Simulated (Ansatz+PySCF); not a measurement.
A calculation with Ansatz (development build ahead of 0.2.0).

```yaml
crystal:
  periodic: [false, false, false]
  atoms:
    - { symbol: "N", position_ang: [0.0, 0.0, -0.56207] }
    - { symbol: "N", position_ang: [0.0, 0.0, 0.56207] }
basis:
  gaussian: { orbitals: cc-pVTZ }
total_charge: 1
magnetization:
  spin_polarized: true
  initial_magnetization: 1
hamiltonian:
  xc: hf
correlation:
  method: mp2
  frozen_orbitals: { "N": 1 }
output:
  forces: true
```

The input is written out in the form of the current development build from the run's settings.

Output:

```yaml
Converged: yes
Reference_energy: -108.42880 hartree
Correlation_energy: -0.30970 hartree
Total_energy: -108.73851 hartree
Spin_squared_of_the_determinant: 0.808
Stability_test: minimum
```

Forces (eV/Å):
```csv
atom,Fx,Fy,Fz
N1,0.000,0.000,-0.593
N2,0.000,0.000,0.593
```

Caution: forces differ strongly between restricted and unrestricted references; MP2 on this radical cation hangs on the determinant chosen; the determinant breaks the point group; another reference gives a lower total.
